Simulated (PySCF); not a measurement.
**How exact exchange moves a shielding**

Molecule: SMILES C=COC=C, C4H6O.

Molfile (atoms numbered from 1):
```
C4H6O
     RDKit          3D

 11 10  0  0  0  0  0  0  0  0999 V2000
   -2.2562    0.6921    0.0545 C   0  0  0  0  0  0  0  0  0  0  0  0
   -1.1812   -0.0885    0.1375 C   0  0  0  0  0  0  0  0  0  0  0  0
    0.0737    0.3884   -0.0281 O   0  0  0  0  0  0  0  0  0  0  0  0
    1.1124   -0.4759    0.0144 C   0  0  0  0  0  0  0  0  0  0  0  0
    2.3730   -0.0828   -0.1535 C   0  0  0  0  0  0  0  0  0  0  0  0
   -2.1634    1.7594   -0.1540 H   0  0  0  0  0  0  0  0  0  0  0  0
   -3.2468    0.2613    0.1988 H   0  0  0  0  0  0  0  0  0  0  0  0
   -1.2470   -1.1643    0.3459 H   0  0  0  0  0  0  0  0  0  0  0  0
    0.8394   -1.5229    0.2000 H   0  0  0  0  0  0  0  0  0  0  0  0
    2.6175    0.9647   -0.3394 H   0  0  0  0  0  0  0  0  0  0  0  0
    3.1767   -0.8170   -0.1054 H   0  0  0  0  0  0  0  0  0  0  0  0
  1  2  2  0
  2  3  1  0
  3  4  1  0
  4  5  2  0
  1  6  1  0
  1  7  1  0
  2  8  1  0
  4  9  1  0
  5 10  1  0
  5 11  1  0
M  END
```

GIAO shieldings (ppm, equivalent atoms averaged) in PySCF 2.14 on the PBE0-D3(BJ)/def2-SVP geometry, basis pcSseg-2, gas phase, non-relativistic:

| functional | exact exchange (%) | σ(O3) |
| --- | --- | --- |
| BLYP | 0 | 104.4 |
| BP86 | 0 | 107.5 |
| PBE | 0 | 105.9 |
| PBE0 | 25 | 130.2 |
| mPW1PW91 | 25 | 130.3 |
| BHandHLYP | 50 | 151.6 |
| HF | 100 | 191.6 |

(1) Fit each shielding as a line in the percentage of exact exchange.

(2) What does the line predict for B3LYP (20 %), and what does the run give?

Answers

(1) σ(O3) = 107.0 + 0.86 x (rms 1.6 ppm). The functionals also differ in their semilocal parts, which the line can't hold; Hartree–Fock has no correlation at all.

(2) σ(O3): 124.2 predicted, 124.0 computed ppm.
